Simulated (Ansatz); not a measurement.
Structure optimisation: rhodium, fcc

All numbers below come from DFT, RPBE, plane waves (420 eV) with PAW, scalar-relativistic in Ansatz 0.2.0. The PAW files were generated under PBE, with cores re-solved for the functional.

k-point mesh 14×14×14, Fermi-Dirac smearing 0.05 eV, starting moments 1.00 μB. Cell and atoms relax.

Starting structure:

```
Rh
1.0
     0.00000    1.90155    1.90155
     1.90155    0.00000    1.90155
     1.90155    1.90155    0.00000
Rh
1
Direct
  0.00000 0.00000 0.00000
```

Q: The pressure at the start is 10.5 GPa. By how much does the volume change?

A: From 13.75 to 14.31 Å³ per atom, 4.1 %. The final cell has a = 3.854 Å.

Q: How much energy does the relaxation gain?

A: 17.7 meV per atom.

Q: Which magnetic state does it end in?

A: non-magnetic.
